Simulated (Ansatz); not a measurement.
How methods differ on CH4FSi (SMILES [CH2][SiH2]F)

CH4FSi: 7 atoms, total charge 0, spin state doublet. As SMILES, `[CH2][SiH2]F`. The shape was relaxed beforehand at B3LYP/def2-SVP. This is one conformer, not always the lowest.

| atom | x (Å) | y (Å) | z (Å) |
| --- | --- | --- | --- |
| C | -0.8777 | 0.2853 | -0.6195 |
| Si | 0.5946 | -0.1558 | 0.3964 |
| F | 0.6590 | -1.7773 | 0.5579 |
| H | -1.5466 | -0.4694 | -1.0488 |
| H | -1.1475 | 1.3243 | -0.8435 |
| H | 0.5159 | 0.4377 | 1.7626 |
| H | 1.8637 | 0.2873 | -0.2507 |

Each level gives the dissociation energy of the H7–Si2 bond into doublet H and singlet CH3FSi (shapes relaxed at B3LYP/def2-SVP, no zero-point term) (eV). The values are calculated.

```tsv
level	kind	program	value (eV)	CPU time (all runs)
UHF/def2-TZVP	Hartree–Fock	Ansatz	3.09	2.3 s
USVWN5/def2-TZVP	LDA	Ansatz	2.58	2.7 s
UBLYP/def2-TZVP	GGA	Ansatz	2.58	5 s
U-r2SCAN/def2-TZVP	meta-GGA	Ansatz	2.86	11 s
UB3LYP/def2-TZVP	global hybrid	Ansatz	2.78	6 s
UPBE0-D4/def2-TZVP	global hybrid	Ansatz	2.76	6.2 s
UCAM-B3LYP/def2-TZVP	range-separated hybrid	Ansatz	2.87	6.6 s
UB2PLYP/def2-TZVP	double hybrid	Ansatz	2.71	9.4 s
RPA@PBE/def2-TZVP	RPA	Ansatz	2.65	9.8 s
```

The values span 2.58 to 3.09 eV. A fragment with an even electron count was run as a singlet and may have a lower triplet. Measured bond enthalpies also hold zero-point and thermal terms, a few tenths of an eV less. Times are those of the runs behind each value, whatever else they computed, on shared processors of several kinds: orders of magnitude only.
